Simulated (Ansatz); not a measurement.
# OSi (charge -1): a ladder of basis sets

Computed with Ansatz 0.2.0 through its Python package.

At the Python prompt:
```pycon
>>> import warnings
>>> import ansatz as az
>>> warnings.simplefilter("ignore", az.DeckWarning)
>>> geometry_ang = [
...     ("Si", (0.0, 0.0, 0.0)),
...     ("O", (0.0, 0.0, 1.815)),
... ]
>>> system = az.Crystal.molecule()
>>> for symbol, xyz in geometry_ang:
...     system = system.atom(symbol, xyz)
...
>>> job = (
...     system.calculation()
...     .functional("hf")
...     .charge(-1)
...     .spin("collinear", total=1)
...     .scf(lower_state_search="off")
... )
>>> energies = {}
>>> for basis in ["STO-3G", "6-31G", "6-31G*", "def2-SVP", "def2-SVPD", "def2-TZVP", "def2-TZVPP"]:
...     summary = job.basis(gaussian=basis).run().report
...     size = summary["n_frozen"] + summary["n_occupied"][0] + summary["n_virtual"][0]
...     energies[basis] = (summary["reference_energy_ev"] / 27.211386246, summary["free_energy_ev"] / 27.211386246)
...     print(f"{basis:14s} {size:4d} orbitals  reference {energies[basis][0]:14.6f} Ha  total {energies[basis][1]:14.6f} Ha")
...
STO-3G           14 orbitals  reference    -359.108510 Ha  total    -359.108510 Ha
6-31G            22 orbitals  reference    -363.679167 Ha  total    -363.679167 Ha
6-31G*           34 orbitals  reference    -363.710627 Ha  total    -363.710627 Ha
def2-SVP         32 orbitals  reference    -363.567066 Ha  total    -363.567066 Ha
def2-SVPD        47 orbitals  reference    -363.592394 Ha  total    -363.592394 Ha
def2-TZVP        68 orbitals  reference    -363.779519 Ha  total    -363.779519 Ha
def2-TZVPP       73 orbitals  reference    -363.779606 Ha  total    -363.779606 Ha
>>> last = energies["def2-TZVPP"][1]
>>> for basis, (_, total) in energies.items():
...     print(f"{basis:14s} lies {27.211386 * (total - last):9.4f} eV above def2-TZVPP")
...
STO-3G         lies  127.1070 eV above def2-TZVPP
6-31G          lies    2.7331 eV above def2-TZVPP
6-31G*         lies    1.8770 eV above def2-TZVPP
def2-SVP       lies    5.7835 eV above def2-TZVPP
def2-SVPD      lies    5.0943 eV above def2-TZVPP
def2-TZVP      lies    0.0024 eV above def2-TZVPP
def2-TZVPP     lies    0.0000 eV above def2-TZVPP
```

Against STO-3G: 6-31G -4570.7 mHa, 6-31G* -4602.1 mHa, def2-SVP -4458.6 mHa, def2-SVPD -4483.9 mHa, def2-TZVP -4671.0 mHa and def2-TZVPP -4671.1 mHa. The last step alone is -0.09 mHa (these two sets differ little on atoms other than hydrogen).

These settings explore the input space; basis and method may be short of convergence. The geometry is a force-field or estimated start, not a minimum of this method, and the last set is no limit. Much of the fall in a total is atomic energy, which cancels in bond and reaction energies. The run takes the species as open-shell (spin multiplicity 2), which needn't be its ground state. The expectation value of S² is noticeably off S(S+1) in at least one run, so that state is spin-contaminated. Totals across families of basis sets mostly measure their core functions. The spin state was assumed, and another may lie lower. The whole script took 1.9 s on 1 thread of Arm Neoverse V1, on a shared host, peak memory 0.16 GiB.
